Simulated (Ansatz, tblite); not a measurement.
Removing an electron: NaF2⁻ (the lowest singlet isomer of a short search). Charge -1, multiplicity 1. Geometry: r2SCAN-D4/def2-TZVPD. Ansatz, gas phase; energy differences of separate SCF runs; the oxidised species was run as a doublet alone.

```xyz
3

Na    0.0000    0.0001    0.0001
F     1.3670   -0.4381    1.4567
F    -1.3670    0.4380   -1.4567
```

The xTB rows come from tblite. Correlated methods freeze 3 core orbitals; core or outer-core shells of Na are correlated, in sets that lack core-valence functions. HOMO above LUMO, or a gap near zero within one spin, warns that the state may not be the lowest or that an electron is smeared out. The structure comes from a short search, and lower isomers may exist.

| level | −HOMO (eV) | vertical IE (eV) | −LUMO (eV) | HOMO–LUMO gap (eV) | remarks |
| --- | --- | --- | --- | --- | --- |
| GFN1-xTB | 5.15 | 8.98 | -1.17 | 6.31 | – |
| GFN2-xTB | 4.38 | 8.46 | 0.29 | 4.09 | – |
| HF/def2-TZVPPD | – | 4.10 | – | – | – |
| PBE-D4/def2-TZVPD | 1.03 | 4.53 | -2.69 | 3.72 | gap within one spin near zero (doublet) |
| r2SCAN-D4/def2-TZVPD | 1.29 | 4.60 | -2.85 | 4.15 | gap within one spin near zero (doublet) |
| PBE0-D4/def2-TZVPD | 2.79 | 5.04 | -2.82 | 5.61 | – |
| MP2/def2-TZVPPD | – | 6.38 | – | – | – |
| CCSD/def2-TZVPPD | – | 5.95 | – | – | – |
| CCSD(T)/def2-TZVPPD | – | 6.08 | – | – | – |

  Raw xTB energy differences between charge states are shifted by several eV; the methods need an empirical correction for them.
